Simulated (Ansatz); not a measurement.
C2H8N2 can be A, `CC(N)N`, or B, `CNNC`.

Isolated molecules relaxed with PBE0-D4/def2-TZVP in Ansatz; ΔE leaves out vibrations. CCSD(T)/CBS adds triple-zeta CCSD(T) − MP2 to the extrapolated MP2 energy (def2 sets, frozen cores). DFT in def2-TZVPP. B3LYP here is the variant with VWN-RPA as its local correlation; programs differ in this. Each species was taken in one conformer, which may not be the lowest.

(1) Which isomer does CCSD(T)/CBS put lower? Give the gap. (Estimate.)

(2) Give E(B) − E(A) in kJ/mol with LDA (SPW92), B3LYP, CCSD/def2-TZVPP, B2PLYP, B3LYP-D4, MP2/def2-TZVPP, CCSD(T)/def2-SVP. (An estimate is asked.)

(3) Does the order hold for the free energy at 298.15 K (harmonic terms from PBE0-D4)? (Best estimate.)

Largest T1 diagnostic: 0.009.

Answers

(1) Computed: A, by 148.1 kJ/mol.

(2) Computed: LDA (SPW92) 136.0, B3LYP 134.4, CCSD/def2-TZVPP 146.7, B2PLYP 141.5, B3LYP-D4 135.0, MP2/def2-TZVPP 153.4, CCSD(T)/def2-SVP 135.9. None reverses the order clearly.

(3) Ansatz gave: Yes: G(B) − G(A) = +148.0 kJ/mol, for one conformer each.

From BLYP to BHLYP (50 % exact exchange), in def2-TZVPP and without D4, E(B) − E(A) moves by +9.9 kJ/mol. In def2-TZVPP, CCSD(T) changes the Hartree–Fock value by +4.0 kJ/mol (the triples alone add −0.1 kJ/mol) and MP2 by +10.9 kJ/mol.
